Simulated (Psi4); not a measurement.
# C4H6 (SMILES CC#CC): levels of theory compared

Aim: a comparison of 3 runs (M06-L/cc-pVDZ, TPSS/cc-pVDZ, r2SCAN/cc-pVDZ) of C4H6. 

The results are computed with Psi4 1.11.

1 further run of the same task is left out (set aside as unsound or not needed).

## (1) Starting point

The species is C4H6 (10 atoms), meant as a singlet with charge 0. As SMILES, `CC#CC`. The C1–C2 distance was set to 3.193 Å, away from the relaxed value. At this shape a bond of the SMILES string is far longer than usual.

Bond lengths: C2–C3 1.202 Å, C3–C4 1.451 Å, C1–H5 1.093 Å, C1–H6 1.093 Å, C1–H7 1.093 Å, C4–H8 1.093 Å, C4–H9 1.093 Å, C4–H10 1.093 Å. Angles: C2–C3–C4 180.0°, C3–C4–H8 111.1°, C3–C4–H9 111.1°, C3–C4–H10 111.1°, H8–C4–H9 107.8°, H8–C4–H10 107.8°, H9–C4–H10 107.8°, H5–C1–H6 107.8°, H5–C1–H7 107.8°, H6–C1–H7 107.8°.

## (2) Energy and gradient at M06-L/cc-pVDZ (run 1)

input.json reads:

```json
{
  "schema_name": "qcschema_input",
  "schema_version": 1,
  "molecule": {
    "schema_name": "qcschema_molecule",
    "schema_version": 2,
    "symbols": ["C", "C", "C", "C", "H", "H", "H", "H", "H", "H"],
    "geometry": [-3.46533441, 4.23984811, -4.60539296, -0.53649325, 0.66329387, -0.72867839, 0.56653989, -0.68313599, 0.73037915, 1.89936373, -2.30830046, 2.49198184, -4.53718707, 3.12850018, -5.9775231, -4.79362291, 5.47591797, -3.618389, -2.14800633, 5.43680064, -5.65324609, 3.93629952, -2.25860066, 2.15353189, 1.56885063, -1.71813899, 4.44369098, 1.27651, -4.26945823, 2.31113505],
    "molecular_charge": 0,
    "molecular_multiplicity": 1,
    "fix_symmetry": "c1"
  },
  "driver": "gradient",
  "model": {
    "method": "m06-l",
    "basis": "cc-pVDZ"
  },
  "keywords": {
    "puream": true,
    "e_convergence": 1e-09,
    "d_convergence": 1e-08,
    "scf_type": "pk",
    "dft_radial_points": 99,
    "dft_spherical_points": 590
  }
}
```

Run with:

```sh
$ psi4 --qcschema input.json -n 1 --memory 1600MB
```

stdout:

```text
[...]
  Running in c1 symmetry.
[...]
  Nuclear repulsion =   84.645854104656976
[...]
  Multiplicity = 1
[...]
  Nalpha       = 15
  Nbeta        = 15
[...]
    Number of basis functions: 86
[...]
   @RKS iter   1:  -155.22034411760566   -4.53146e-01   9.20103e-03 ADIIS/DIIS
[...]
   @RKS iter  18:  -155.72902906746185   -2.67733e-11   6.98301e-09 DIIS
[...]
  @RKS Final Energy:  -155.72902906746185
   => Energetics <=
    Nuclear Repulsion Energy =             84.6458541046569763
    One-Electron Energy =                -375.1657032750092640
    Two-Electron Energy =                 158.4734560852612049
    DFT Exchange-Correlation Energy =     -23.6826359823707477
    Empirical Dispersion Energy =           0.0000000000000000
    VV10 Nonlocal Energy =                  0.0000000000000000
    Total Energy =                       -155.7290290674618518
[...]
 Multipole Moments:
 ------------------------------------------------------------------------------------
     Multipole            Electronic (a.u.)      Nuclear  (a.u.)        Total (a.u.)
 ------------------------------------------------------------------------------------
 L = 1.  Multiply by 2.5417464519 to convert [e a0] to [Debye]
 Dipole X            :          0.5479977           -1.0544355           -0.5064378
 Dipole Y            :         -0.6710486            1.2897920            0.6187434
 Dipole Z            :          0.7272589           -1.3980751           -0.6708162
 Magnitude           :                                                    1.0437035
[...]
  -Total Gradient:
     Atom            X                  Y                   Z
    ------   -----------------  -----------------  -----------------
       1        0.014089526468    -0.017108887180     0.018596892156
       2        0.038598190153    -0.047129572375     0.051069710878
       3       -0.020471605966     0.024985916647    -0.027069073159
       4        0.001540406510    -0.001807468599     0.001950260486
       5       -0.006203319864     0.021305416980    -0.008478006329
       6       -0.004742090065     0.007969092679    -0.021884398454
       7       -0.019807513099     0.008182877687    -0.010289203596
       8       -0.004102385462     0.000313063006     0.000200406517
       9        0.000286753406    -0.000694992262    -0.004004125269
      10        0.000812481519     0.003981913705    -0.000099640146
[...]
```

It took 59 s on 1 thread of Intel Xeon Platinum 8488C (Sapphire Rapids), shared host; peak memory 1 GiB.

## (3) Energy and forces at TPSS/cc-pVDZ (run 2)

input.inp reads:

```
memory 1600 mb

molecule mol {
  0 1
  C     -1.833776     2.243631    -2.437069
  C     -0.283900     0.351000    -0.385600
  C      0.299800    -0.361500     0.386500
  C      1.005100    -1.221500     1.318700
  H     -2.400976     1.655531    -3.163169
  H     -2.536676     2.897731    -1.914769
  H     -1.136676     2.877031    -2.991569
  H      2.083000    -1.195200     1.139600
  H      0.830200    -0.909200     2.351500
  H      0.675500    -2.259300     1.223000
  symmetry c1
  no_reorient
  no_com
}

set puream true
set e_convergence 1e-09
set d_convergence 1e-08
set scf_type pk
set dft_radial_points 99
set dft_spherical_points 590

result, w = gradient("tpss/cc-pVDZ", return_wfn=True)
oeprop(w, "DIPOLE", "WIBERG_LOWDIN_INDICES", "MULLIKEN_CHARGES")
```

Run with:

```sh
$ psi4 -i input.inp -o input.out -n 1
```

input.out:

```text
[...]
  Running in c1 symmetry.
[...]
  Nuclear repulsion =   84.645854054160026
[...]
  Multiplicity = 1
[...]
  Nalpha       = 15
  Nbeta        = 15
[...]
    Number of basis functions: 86
[...]
   @RKS iter   1:  -155.23987737115726   -3.70266e-01   9.68490e-03 ADIIS/DIIS
[...]
   @RKS iter  19:  -155.78767628137422   -5.62750e-12   9.90879e-10 DIIS
[...]
  @RKS Final Energy:  -155.78767628137422
   => Energetics <=
    Nuclear Repulsion Energy =             84.6458540541600257
    One-Electron Energy =                -375.1714527792654508
    Two-Electron Energy =                 158.4742115120898802
    DFT Exchange-Correlation Energy =     -23.7362890683586905
    Empirical Dispersion Energy =           0.0000000000000000
    VV10 Nonlocal Energy =                  0.0000000000000000
    Total Energy =                       -155.7876762813742175
[...]
  -Total Gradient:
     Atom            X                  Y                   Z
    ------   -----------------  -----------------  -----------------
       1        0.014015047748    -0.017021563742     0.018499535012
       2        0.042552662693    -0.051950790068     0.056296885936
       3       -0.020123297143     0.024557915530    -0.026608513738
       4       -0.001405593974     0.001787016772    -0.001943795351
       5       -0.004672804524     0.024431816103    -0.006541018810
       6       -0.002671526043     0.006247012687    -0.024815585673
       7       -0.023201455721     0.006534662920    -0.009026132961
       8       -0.008136635302    -0.000120363407     0.001269189177
       9        0.001250556030    -0.002261046398    -0.007771590366
      10        0.002392847099     0.007796037127     0.000641455344
[...]
 Multipole Moments:
 ------------------------------------------------------------------------------------
     Multipole            Electronic (a.u.)      Nuclear  (a.u.)        Total (a.u.)
 ------------------------------------------------------------------------------------
 L = 1.  Multiply by 2.5417464519 to convert [e a0] to [Debye]
 Dipole X            :         13.4257486          -13.9127004           -0.4869518
 Dipole Y            :        -16.6702538           17.2652541            0.5950003
 Dipole Z            :         18.3660118          -19.0110625           -0.6450506
 Magnitude           :                                                    1.0036123
[...]
```

Run time: 77 s. Hardware: 1 thread of Intel Xeon Platinum 8488C (Sapphire Rapids), shared host; peak memory 0.99 GiB.

## (4) Energy and gradient at r2SCAN/cc-pVDZ (run 3)

job.json reads:

```json
{
  "schema_name": "qcschema_input",
  "schema_version": 1,
  "molecule": {
    "schema_name": "qcschema_molecule",
    "schema_version": 2,
    "symbols": ["C", "C", "C", "C", "H", "H", "H", "H", "H", "H"],
    "geometry": [-3.46533441, 4.23984811, -4.60539296, -0.53649325, 0.66329387, -0.72867839, 0.56653989, -0.68313599, 0.73037915, 1.89936373, -2.30830046, 2.49198184, -4.53718707, 3.12850018, -5.9775231, -4.79362291, 5.47591797, -3.618389, -2.14800633, 5.43680064, -5.65324609, 3.93629952, -2.25860066, 2.15353189, 1.56885063, -1.71813899, 4.44369098, 1.27651, -4.26945823, 2.31113505],
    "molecular_charge": 0,
    "molecular_multiplicity": 1,
    "fix_symmetry": "c1",
    "fix_com": true,
    "fix_orientation": true
  },
  "driver": "gradient",
  "model": {
    "method": "r2scan",
    "basis": "cc-pVDZ"
  },
  "keywords": {
    "puream": true,
    "e_convergence": 1e-09,
    "d_convergence": 1e-08,
    "scf_type": "pk",
    "dft_radial_points": 99,
    "dft_spherical_points": 590,
    "scf_properties": ["WIBERG_LOWDIN_INDICES", "MULLIKEN_CHARGES", "LOWDIN_CHARGES"]
  }
}
```

Run with:

```sh
$ psi4 --qcschema job.json -n 1 --memory 1600MB
```

stdout:

```text
[...]
  Running in c1 symmetry.
[...]
  Nuclear repulsion =   84.645854104656976
[...]
  Multiplicity = 1
[...]
  Nalpha       = 15
  Nbeta        = 15
[...]
    Number of basis functions: 86
[...]
   @RKS iter   1:  -155.14395338830928   -4.25452e-01   9.26189e-03 DIIS/ADIIS
[...]
   @RKS iter  18:  -155.64399892114315   -6.53699e-13   1.31175e-09 DIIS
[...]
  @RKS Final Energy:  -155.64399892114315
   => Energetics <=
    Nuclear Repulsion Energy =             84.6458541046569763
    One-Electron Energy =                -375.1019199818293259
    Two-Electron Energy =                 158.3801094764235700
    DFT Exchange-Correlation Energy =     -23.5680425203943535
    Empirical Dispersion Energy =           0.0000000000000000
    VV10 Nonlocal Energy =                  0.0000000000000000
    Total Energy =                       -155.6439989211431509
[...]
 Multipole Moments:
 ------------------------------------------------------------------------------------
     Multipole            Electronic (a.u.)      Nuclear  (a.u.)        Total (a.u.)
 ------------------------------------------------------------------------------------
 L = 1.  Multiply by 2.5417464519 to convert [e a0] to [Debye]
 Dipole X            :         13.4068438          -13.9127004           -0.5058566
 Dipole Y            :        -16.6471398           17.2652541            0.6181143
 Dipole Z            :         18.3409648          -19.0110624           -0.6700977
 Magnitude           :                                                    1.0425867
[...]
  -Total Gradient:
     Atom            X                  Y                   Z
    ------   -----------------  -----------------  -----------------
       1        0.014206914706    -0.017255324717     0.018752135080
       2        0.040154535061    -0.049023222618     0.053124853743
       3       -0.019701895576     0.024037957510    -0.026046909083
       4        0.000034285435     0.000032081498    -0.000040804331
       5       -0.005655410644     0.023169504217    -0.007794569804
       6       -0.003915013744     0.007372996836    -0.023669015485
       7       -0.021753785521     0.007620556669    -0.009949116038
       8       -0.005908123315    -0.000044781274     0.000873319711
       9        0.000868511360    -0.001589303909    -0.005641854988
      10        0.001688663377     0.005654222448     0.000419123785
[...]
```

Run time: 63 s. Hardware: 1 thread of Intel Xeon Platinum 8488C (Sapphire Rapids), shared host; peak memory 1 GiB.

## (5) All runs side by side

```csv
run,level,energy (Eh),dipole moment (D),HOMO energy (eV),LUMO energy (eV),wall time
1,M06-L/cc-pVDZ,-155.729029,2.65,-5.84,-5.55,59 s
2,TPSS/cc-pVDZ,-155.787676,2.55,-5.66,-5.50,77 s
3,r2SCAN/cc-pVDZ,-155.643999,2.65,-5.85,-5.62,63 s
```

## (6) Outcome

| quantity | value |
| --- | --- |
| run 3: total energy | -155.64400 Eh |
| run 3: dipole moment | 2.65 D |
| run 3: HOMO energy | -5.85 eV |
| run 3: LUMO energy | -5.62 eV |
| run 3: HOMO–LUMO gap | 0.23 eV |
| run 3: largest force on an atom | 4.252 eV/Å |

**Reading.** The dipole moment (its size) runs from 2.55 D (TPSS/cc-pVDZ) to 2.65 D (M06-L/cc-pVDZ). The HOMO–LUMO gap runs from 0.15 eV (TPSS/cc-pVDZ) to 0.29 eV (M06-L/cc-pVDZ). Totals of different functionals can't be ranked against each other. In runs 1, 2, 3 a closed-shell determinant meets a far-stretched bond, which it describes badly. All runs together took 3.3 min, the longest 77 s.
